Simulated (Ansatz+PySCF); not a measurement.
singlet ClF: levels of theory in one basis

```yaml
atoms:
  - { symbol: Cl, position_ang: [0.0000, 0.0000, -0.5689] }
  - { symbol: F, position_ang: [0.0000, 0.0000, 1.0746] }
```

Basis set: def2-SVP (spherical functions). Correlated methods keep 6 orbitals frozen. Charge 0, multiplicity 1.

Computed with Ansatz (development build ahead of 0.2.0); each method stands on the lowest determinant of its kind that the runs found. NEVPT2 correlates all electrons. Active spaces start from the frontier orbitals, and the lowest solution found is given.

```tsv
method	E − E(RHF) (eV)	<S²> of the determinant
RHF	0.00	0.00
RHF-MP2	-8.86	–
RHF-CCSD(T)	-9.49	–
CASSCF(14,8)	-1.08	–
CASSCF(2,2)	-0.99	–
SC-NEVPT2(2,2)	-9.13	–
SC-NEVPT2(14,8)	-8.38	–
```

Question: What does RHF-CCSD give on the same scale?

Answer: -9.31 eV.

Question: Is a single determinant a sound starting point here?

Answer: By this sign, yes. Unrestricted orbitals gain 0.00 eV and <S²> is 0.00 against 0.00 for a pure state. The CASSCF(14,8) natural occupations are 2.00, 2.00, 2.00, 2.00, 2.00, 2.00, 1.94, 0.06. The CASSCF(2,2) natural occupations are 1.94, 0.06.

Caution for CASSCF(2,2): other starts end on other solutions of this active space.
